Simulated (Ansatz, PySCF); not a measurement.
System: C3H3, net charge 0, doublet state. It need not be the lowest isomer of its formula. 
Coordinates optimised at B3LYP-D3(BJ)/def2-TZVP (Ansatz, a first-principles code):
```xyz
6

C     -0.0052    -0.1070     0.8407
C     -0.0136    -0.6985    -0.5211
C      0.0146     0.5694    -0.6193
H      0.9105    -0.0873     1.4256
H     -0.9230    -0.0470     1.4195
H      0.0376     1.5512    -1.0470
```
Charge 0, spin multiplicity 2.

Total electronic energies in hartree. Cores are frozen in the correlated levels unless marked. UHF or UKS for open shells. Spin-orbit coupling is left out. Non-relativistic. Basis-set limits of correlation are two-point, X^-3; Hartree-Fock from the larger set. [CCSD(T)-MP2]/basis is that difference in the basis named.

The UHF reference is spin-contaminated (<S^2> 0.14 over the pure value in the largest basis). 

```
level                                                     program  energy (Eh)
-------------------------------------------------  --------------  -----------
HF/cc-pVTZ                                                 Ansatz   -115.21543
HF-D3(BJ)/def2-TZVPD                                PySCF + dftd3   -115.24760
HF-D4/def2-TZVPD                                    PySCF + dftd4   -115.22949
RI-HF/aug-cc-pVTZ                                          Ansatz   -115.21641
revPBE-D3(BJ)/def2-TZVPD                           Ansatz + dftd3            ?
BP86-D4/def2-TZVPD                                  PySCF + dftd4   -115.98286
BP86/def2-TZVPD                                             PySCF   -115.97952
r2SCAN-D4/def2-TZVPD                               Ansatz + dftd4   -115.90926
B3LYP-D4/def2-TZVPD                                Ansatz + dftd4   -115.98817
BHLYP-D3(BJ)/def2-TZVPD                            Ansatz + dftd3   -115.90718
r2SCANh/def2-TZVPD                                         Ansatz   -115.90275
HSE06-D4/def2-TZVPD                                Ansatz + dftd4   -115.82971
CAM-B3LYP-D3(BJ)/def2-TZVPD                        Ansatz + dftd3   -115.91106
CAM-B3LYP-D4/def2-TZVPD                            Ansatz + dftd4   -115.91114
LC-wPBE-D4/def2-TZVPD                              Ansatz + dftd4   -115.89440
RPA@PBE/cc-pVQZ                                            Ansatz   -116.00357
MP2/cc-pVDZ                                                Ansatz   -115.55091
MP2/cc-pwCVTZ                                              Ansatz   -115.66974
SCS-MP2/6-31G                                              Ansatz   -115.35350
SCS-MP2/aug-cc-pVDZ                                        Ansatz   -115.56038
CCSD/cc-pVTZ                                               Ansatz   -115.69054
CCSD(T)/6-31G                                              Ansatz   -115.40427
RI-MP2/CBS(cc-pVTZ,cc-pVQZ)+[CCSD(T)-MP2]/cc-pVTZ          Ansatz    -115.7712
```

**Question.** What belongs in the gaps?

**Answer.** 
- revPBE-D3(BJ)/def2-TZVPD, energy (Eh): -115.96309
